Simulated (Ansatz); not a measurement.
# Si–BH$_{2}$, quartet: vertical spin and charge gaps

Geometry (PBE0/def2-TZVP stationary point for this spin, not checked as a minimum):

```csv
atom,x (Å),y (Å),z (Å)
Si,0.0000,0.0000,0.6500
B,0.0000,0.0000,-1.3428
H,0.0000,-1.0760,-1.8539
H,0.0000,1.0760,-1.8539
```

Basis 6-31G; Ansatz 0.2.0. Correlated methods freeze the noble-gas cores. R marks a restricted (for open shells ROHF) determinant, U an unrestricted one. Active spaces: valence = (9e, 10o) chosen from the atoms' valence shells.

Gaps are energies of the second state less the first, at fixed atoms, for a selection of the levels run; each method lands on the state that its own search finds for that charge and spin.

For open shells CISD and CISDTQ are restricted-active-space CI with the open shells as a complete middle space.

Sextet less quartet: 6.305 eV at full CI (quartet A2, sextet B2, in C2v).

```json
{"level": "RHF", "gap (eV)": "5.757", "error (meV)": "-548"}
{"level": "UHF", "gap (eV)": "5.700", "error (meV)": "-605"}
{"level": "RMP2", "gap (eV)": "6.192", "error (meV)": "-113"}
{"level": "UMP2", "gap (eV)": "6.177", "error (meV)": "-128"}
{"level": "CISD", "gap (eV)": "6.212", "error (meV)": "-93"}
{"level": "RCCSD", "gap (eV)": "6.267", "error (meV)": "-38"}
{"level": "UCCSD", "gap (eV)": "6.265", "error (meV)": "-40"}
{"level": "RCCSD(T)", "gap (eV)": "6.296", "error (meV)": "-9"}
{"level": "UCCSD(T)", "gap (eV)": "6.296", "error (meV)": "-9"}
{"level": "BCCD(T)", "gap (eV)": "6.297", "error (meV)": "-8"}
{"level": "RCCSDT", "gap (eV)": "6.304", "error (meV)": "-1"}
{"level": "UCCSDT", "gap (eV)": "6.303", "error (meV)": "-2"}
{"level": "CISDTQ", "gap (eV)": "6.302", "error (meV)": "-3"}
{"level": "RCCSDT(Q)", "gap (eV)": "6.304", "error (meV)": "-1"}
{"level": "UCCSDT(Q)", "gap (eV)": "6.304", "error (meV)": "-1"}
{"level": "CASSCF (valence space)", "gap (eV)": "6.304", "error (meV)": "-1"}
{"level": "NEVPT2 (valence space)", "gap (eV)": "6.309", "error (meV)": "4"}
{"level": "MRCISD (valence space)", "gap (eV)": "6.308", "error (meV)": "3"}
{"level": "MRCISD+Q (valence space)", "gap (eV)": "6.308", "error (meV)": "3"}
{"level": "r2SCAN", "gap (eV)": "6.244", "error (meV)": "-61"}
{"level": "PBE0", "gap (eV)": "6.570", "error (meV)": "265"}
{"level": "B2PLYP", "gap (eV)": "6.795", "error (meV)": "490"}
```

Removing an electron, to the triplet: 7.348 eV at full CI (quartet A2, triplet ion B1, in C2v).

| level | gap (eV) | error (meV) |
| --- | --- | --- |
| RHF | 7.334 | -14 |
| UHF | 7.298 | -50 |
| RMP2 | 7.401 | 53 |
| UMP2 | 7.401 | 53 |
| CISD | 7.361 | 13 |
| RCCSD | 7.355 | 7 |
| UCCSD | 7.353 | 5 |
| RCCSD(T) | 7.352 | 4 |
| UCCSD(T) | 7.352 | 4 |
| BCCD(T) | 7.352 | 4 |
| RCCSDT | 7.348 | 0 |
| UCCSDT | 7.348 | 0 |
| CISDTQ | 7.349 | 1 |
| RCCSDT(Q) | 7.348 | 0 |
| UCCSDT(Q) | 7.348 | 0 |
| CASSCF (valence space) | 7.077 | -271 |
| NEVPT2 (valence space) | 7.262 | -86 |
| MRCISD (valence space) | 7.331 | -17 |
| MRCISD+Q (valence space) | 7.342 | -6 |
| PBE | 7.721 | 373 |
| r2SCAN | 7.878 | 530 |
| PBE0 | 7.805 | 457 |
| B3LYP | 7.642 | 294 |
| wB97M-V | 7.532 | 184 |
| B2PLYP | 7.483 | 135 |
| RPA-PBE | 7.295 | -53 |

Doublet less quartet: -0.773 eV at UCCSDT(Q).

```tsv
level	gap (eV)	error (meV)
RHF	-0.433	340
RMP2	-0.700	73
UMP2	-0.700	73
CISD	-0.708	65
RCCSD	-0.775	-2
UCCSD	-0.775	-2
RCCSD(T)	-0.775	-2
UCCSD(T)	-0.775	-2
BCCD(T)	-0.774	-1
RCCSDT	-0.773	0
UCCSDT	-0.773	0
CISDTQ	-0.768	5
RCCSDT(Q)	-0.773	0
CASSCF (valence space)	-0.717	56
NEVPT2 (valence space)	-0.761	12
MRCISD (valence space)	-0.774	-1
MRCISD+Q (valence space)	-0.777	-4
PBE	-0.965	-192
r2SCAN	-0.807	-34
PBE0	-0.938	-165
B3LYP	-1.156	-383
wB97M-V	-1.236	-463
B2PLYP	-1.054	-281
RPA-PBE	-0.992	-219
```

Removing an electron, to the quintet: 12.165 eV at full CI (quartet A2, quintet ion A2, in C2v).

```tsv
level	gap (eV)	error (meV)
UHF	11.509	-656
RMP2	12.068	-97
UMP2	12.064	-101
RCCSD	12.144	-21
UCCSD(T)	12.166	1
BCCD(T)	12.164	-1
RCCSDT	12.165	0
UCCSDT	12.164	-1
MRCISD (valence space)	12.150	-15
MRCISD+Q (valence space)	12.163	-2
```

In so small a basis the reference is far from its limit while semilocal and hybrid functionals are nearer theirs (RPA and double hybrids share much of the reference's basis error), so the functionals' errors here hold much of the reference's basis and frozen-core error, which can add to them or hide them.

The reference is named with each gap: full CI where it ran, else the highest cluster level, uncertain by about the last step of the series. The frozen core follows each run's orbitals, which can shift R against U totals by a few meV.
